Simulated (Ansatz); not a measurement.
Mulliken charges of C2H4F2O, SMILES `OC(F)CF` from B3LYP/def2-TZVPP in Ansatz (PBE0-D4/def2-TZVP geometry).

| atom | x (Å) | y (Å) | z (Å) | charge (e) |
| --- | --- | --- | --- | --- |
| O1 | 0.967 | 1.066 | -0.642 | -0.312 |
| C2 | 0.688 | -0.156 | -0.097 | 0.287 |
| F3 | 0.781 | -1.145 | -1.063 | -0.233 |
| C4 | -0.694 | -0.220 | 0.513 | 0.065 |
| F5 | -1.606 | 0.298 | -0.387 | -0.251 |
| H6 | 0.198 | 1.346 | -1.154 | 0.203 |
| H7 | 1.453 | -0.371 | 0.655 | 0.062 |
| H8 | -0.727 | 0.388 | 1.421 | 0.085 |
| H9 | -0.971 | -1.252 | 0.736 | 0.094 |

Problem. By hand: the dipole of these point charges (1 e Å = 4.8032 D).

Solution. Σ q r = (0.049, -0.034, 0.547) e Å, of length 0.550 e Å = 2.64 D.

Problem. How does the dipole of the full density compare? (An estimate is asked.)

Solution. Computed: (-0.110, 0.015, 0.425) e Å, 2.11 D; the point charges give 1.25 times that, at 20° from its direction.

Point charges leave out the atoms' own dipoles, such as those of lone pairs, and Mulliken's split depends on the basis, so the two needn't agree.

B3LYP here is the variant with VWN-RPA as its local correlation; programs differ in this.
